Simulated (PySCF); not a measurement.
Computed with PBE-D3(BJ)/def2-TZVP // B3LYP-D3(BJ)/def2-TZVP (PySCF). Gas-phase values, no solvent. Excitations are Tamm–Dancoff values on a coarser integration grid. The basis has no diffuse functions, so Rydberg states are missing or too high.

Reference species (SMILES): `[Se]=C=[Se]` (neutral, multiplicity 1).

| Property | Result |
|---|---|
| S1 excitation (TDA) | 3.34 eV |
| HOMO | -6.31 eV |
| HOMO–LUMO gap | 3.34 eV |

Changed species: `S=C=S`.

Q: What does the change do to the S1 excitation (TDA), HOMO and HOMO–LUMO gap?

A: the S1 excitation (TDA) rises by 0.66 eV, to 4.00 eV; the HOMO decreases by 0.46 eV, to -6.77 eV; the HOMO–LUMO gap goes up by 0.66 eV, to 4.00 eV.
